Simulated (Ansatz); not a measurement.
Geometry optimisation, UKS PBE-D4/def2-SVP in Ansatz.

Input file:

```yaml
crystal:
  periodic: [false, false, false]
  atoms:
    - { symbol: C, position_ang: [0.2089, 0.797, -0.6189] }
    - { symbol: C, position_ang: [0.02152, -0.46588, 0.11085] }
    - { symbol: O, position_ang: [0.54554, -1.51384, -0.40197] }
    - { symbol: S, position_ang: [-0.83961, -0.56869, 1.57469] }
    - { symbol: H, position_ang: [0.80554, 1.49745, -0.02913] }
    - { symbol: H, position_ang: [-0.74507, 1.28642, -0.82153] }
    - { symbol: H, position_ang: [0.72524, 0.60704, -1.55965] }
    - { symbol: H, position_ang: [0.44225, -2.36542, 0.06455] }
    - { symbol: H, position_ang: [-0.59607, 0.01393, 0.8701] }
total_charge: 1
magnetization:
  spin_polarized: true
basis:
  gaussian: { orbitals: def2-SVP }
hamiltonian:
  xc: pbe
  dispersion: d4
relax:
  f_tol: 0.02
  max_steps: 50
```

Command:

```bash
$ ansatz run input.yaml --threads 2 --pin off --max-ram 3072MiB --backend cpu --events-out ev --progress --plain --runs-dir out
```

**Question.** Where does it end, and by what steps?

**Answer.** The run converged. The force dipped under the threshold on the way, but the program's further checks kept it going. Limits of this set-up: the dipole of an ion depends on the origin. After 25 steps the energy has fallen by 8.804 eV; H9 moved furthest, 1.12 Å. The start is strongly strained (largest force component 26 eV/Å), so its close contacts needn't be bonds. Parted: C2–H9.

```json
{"step": "0", "energy less start (eV)": "0.0000", "largest force component (eV/Å)": "25.947", "accepted": "yes"}
{"step": "1", "energy less start (eV)": "-4.5079", "largest force component (eV/Å)": "11.366", "accepted": "yes"}
{"step": "2", "energy less start (eV)": "-6.4904", "largest force component (eV/Å)": "4.207", "accepted": "yes"}
{"step": "3", "energy less start (eV)": "-7.3687", "largest force component (eV/Å)": "2.868", "accepted": "yes"}
{"step": "4", "energy less start (eV)": "-8.0329", "largest force component (eV/Å)": "2.693", "accepted": "yes"}
{"step": "5", "energy less start (eV)": "-8.5258", "largest force component (eV/Å)": "1.256", "accepted": "yes"}
{"step": "6", "energy less start (eV)": "-8.7472", "largest force component (eV/Å)": "0.588", "accepted": "yes"}
{"step": "7", "energy less start (eV)": "-8.7383", "largest force component (eV/Å)": "0.773", "accepted": "no"}
{"step": "8", "energy less start (eV)": "-8.7892", "largest force component (eV/Å)": "0.255", "accepted": "yes"}
{"step": "9", "energy less start (eV)": "-8.7978", "largest force component (eV/Å)": "0.336", "accepted": "yes"}
{"step": "10", "energy less start (eV)": "-8.7998", "largest force component (eV/Å)": "0.044", "accepted": "yes"}
{"step": "11", "energy less start (eV)": "-8.8002", "largest force component (eV/Å)": "0.036", "accepted": "yes"}
{"step": "12", "energy less start (eV)": "-8.8003", "largest force component (eV/Å)": "0.103", "accepted": "yes"}
{"step": "13", "energy less start (eV)": "-8.8006", "largest force component (eV/Å)": "0.078", "accepted": "yes"}
{"step": "14", "energy less start (eV)": "-8.8013", "largest force component (eV/Å)": "0.015", "accepted": "yes"}
{"step": "15", "energy less start (eV)": "-8.8014", "largest force component (eV/Å)": "0.131", "accepted": "yes"}
{"step": "16", "energy less start (eV)": "-8.8022", "largest force component (eV/Å)": "0.037", "accepted": "yes"}
{"step": "17", "energy less start (eV)": "-8.8026", "largest force component (eV/Å)": "0.022", "accepted": "yes"}
{"step": "18", "energy less start (eV)": "-8.8031", "largest force component (eV/Å)": "0.056", "accepted": "yes"}
{"step": "19", "energy less start (eV)": "-8.8033", "largest force component (eV/Å)": "0.039", "accepted": "yes"}
{"step": "20", "energy less start (eV)": "-8.8036", "largest force component (eV/Å)": "0.027", "accepted": "yes"}
{"step": "21", "energy less start (eV)": "-8.8033", "largest force component (eV/Å)": "0.092", "accepted": "no"}
{"step": "22", "energy less start (eV)": "-8.8039", "largest force component (eV/Å)": "0.012", "accepted": "yes"}
{"step": "23", "energy less start (eV)": "-8.8040", "largest force component (eV/Å)": "0.029", "accepted": "yes"}
{"step": "24", "energy less start (eV)": "-8.8040", "largest force component (eV/Å)": "0.019", "accepted": "yes"}
{"step": "25", "energy less start (eV)": "-8.8041", "largest force component (eV/Å)": "0.014", "accepted": "yes"}
```

```xyz
9
Properties=species:S:1:pos:R:3
C 0.275 0.748 -0.691
C 0.087 -0.529 0.034
O 0.806 -1.522 -0.396
S -0.955 -0.762 1.375
H 1.243 1.191 -0.357
H -0.533 1.478 -0.511
H 0.384 0.539 -1.776
H 0.703 -2.366 0.107
H -1.443 0.513 1.404
```

Whether the end is a true minimum wasn't checked by a vibrational analysis.

Run time: 55 s on 2 threads of Arm Neoverse V1, with other jobs on the host, peak memory 0.14 GiB.
